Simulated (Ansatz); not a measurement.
Basis-set extrapolation for C2H4F2 (`FCCF`) (PBE0-D4/def2-TZVP geometry, frozen core, Ansatz 0.2.0). Multiplicity 1, RHF reference.

```json
{"": "HF", "def2-TZVPP": "-277.049742", "def2-QZVPP": "-277.062258"}
{"": "MP2 correlation", "def2-TZVPP": "-0.839608", "def2-QZVPP": "-0.910760"}
{"": "CCSD(T) correlation", "def2-TZVPP": "-0.890685", "def2-QZVPP": "not run"}
```

Energies in hartree. Use E(X) = E(∞) + A·exp(−7.88·√X) for Hartree–Fock and E(X) = E(∞) + B·X^(−2.97) for correlation, with X = 3 and 4, and add CCSD(T) minus MP2 of the smaller set to the MP2 limit.

**Question.** What is the CCSD(T) energy at the basis-set limit?

**Answer.** HF limit: -277.062258 + (-0.012516) × 0.13774 = -277.06398. MP2 limit: -0.910760 + (-0.071152) × 0.74074 = -0.96347. Higher-order term: -0.890685 − (-0.839608) = -0.05108. Total: -278.07853 hartree, 362.6 kJ/mol below CCSD(T)/def2-TZVPP.
